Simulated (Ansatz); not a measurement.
in.yaml

```yaml
crystal:
  periodic: [false, false, false]
  atoms:
    - {symbol: Al, position_ang: [0.000000, 0.225346, 1.700510]}
    - {symbol: Ge, position_ang: [0.000000, 0.140692, -0.747826]}
    - {symbol: B, position_ang: [0.000000, -1.566652, 0.421207]}
    - {symbol: H, position_ang: [0.000000, 0.632047, 3.855467]}
basis:
  gaussian: {orbitals: cc-pVDZ}
magnetization: {spin_polarized: true, initial_magnetization: 3}
hamiltonian: {xc: {name: PBE}}
output: {orbitals: {seedname: orbitals}}
```

```sh
$ ansatz run in.yaml --threads 1 --pin off --events-out ev --progress --plain --max-ram 2393MiB
```

The program prints:

```
840 factors; their error is unknown
mean field evaluation 1: about -63784.3537 eV, gradient 2.1e1 eV
mean field evaluation 2: about -63762.4095 eV, gradient 4.3e1 eV
mean field evaluation 4: about -63787.7890 eV, gradient 4.2e0 eV
mean field evaluation 8: about -63788.0376 eV, gradient 1.5e-1 eV
mean field evaluation 16: about -63788.0038 eV, gradient 5.2e-4 eV
mean field evaluation 32: about -63784.9916 eV, gradient 1.4e-2 eV
mean field evaluation 64: about -63786.6898 eV, gradient 9.8e-1 eV
mean field evaluation 96: about -63786.5831 eV, gradient 2.7e0 eV
mean field -63788.00377187 eV, -2344.1659015543 hartree, gradient 1.6e-5 eV, S^2 3.757553; 12 other end points of the search recorded, 0 dependent functions left out
reference -63788.00380696 eV, -2344.1659028440 hartree; 27, 24 occupied and 37, 40 virtual orbitals, 840 factors
Total energy: -63788.00380696 eV, -2344.1659028440 hartree
```

Ran on 1 thread of Intel Xeon 6975P-C, shared host: 8 s wall, 0.27 GiB peak host memory.
